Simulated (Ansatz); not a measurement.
Solid iodine was calculated with PBE0 in Ansatz (PAW).

Run with plane-wave cutoff 460 eV, 6×6×4 k mesh (along the axes of the cell as run), Fermi–Dirac smearing 0.01 eV, scalar-relativistic PAW data made under PBE.

Cell (measured lattice):

Space group Cmce (No. 64); a = 7.258 Å, b = 4.783 Å, c = 9.824 Å, α = 90.00°, β = 90.00°, γ = 90.00°

```json
[
 {"atom": "I", "site": "8f", "symmetry": "m..", "x": "0.0000", "y": "0.1549", "z": "0.1175"}
]
```
(The calculation used a cell of 4 atoms; values per cell refer to that cell.)

Give the computed band gap and smallest direct gap on the k points sampled.


* **band gap**: 2.59 eV
* **smallest direct gap on the k points sampled**: 2.91 eV

Note: cell and atoms aren't relaxed at this level (largest force component 0.20 eV/Å).

Spin–orbit coupling is not included; with these elements it can move the gap by several tenths of an eV or more.

Ansatz is a first-principles code.
